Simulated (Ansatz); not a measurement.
fcc Ag was calculated with PBE0-D3(BJ) in Ansatz (plane waves, PAW).

Settings: plane-wave cutoff 460 eV, 14×14×14 k mesh, Fermi–Dirac smearing 0.05 eV, no spin polarisation, scalar-relativistic PAW data made under PBE.

A third-order Birch–Murnaghan fit to the energies gives V0 = 16.629 Å³/atom, B0 = 114 GPa, B′ = 5.9.

| V (Å³/atom) | P (GPa) |
|---|---|
| 15.800 | 6.77 |
| 16.216 | ___ |
| 16.735 | ___ |
| 17.048 | ___ |
| 17.463 | ___ |

**Question.** Estimate the withheld pressures from this fit; the answers are the runs' own values.

**Answer.** 
- 16.216, P (GPa): 3.09
- 16.735, P (GPa): -0.72
- 17.048, P (GPa): -2.65
- 17.463, P (GPa): -4.85

The formula P = (3/2) B0 (x^(7/3) − x^(5/3)) [1 + (3/4)(B′ − 4)(x^(2/3) − 1)] with x = V0/V meets the computed pressures within 0.03 GPa when these rounded values are put in.

Measured, for comparison: bulk modulus 110 GPa (corrected for temperature and zero-point phonon effects, our sources range from 104 to 111; as tabulated in Levämäki et al. (2014), arXiv:1402.3671); equilibrium volume per atom 16.76 Å³/atom (static lattice: zero-point anharmonic expansion removed; as tabulated in Mejia-Rodriguez and Trickey (2018), arXiv:1807.09216). Computed (rounded) less measured: bulk modulus +4 % (+3 % to +10 % over the range), equilibrium volume per atom -0.8 %.

Static lattice: no zero-point or thermal effects.

Ansatz is an electronic-structure program.
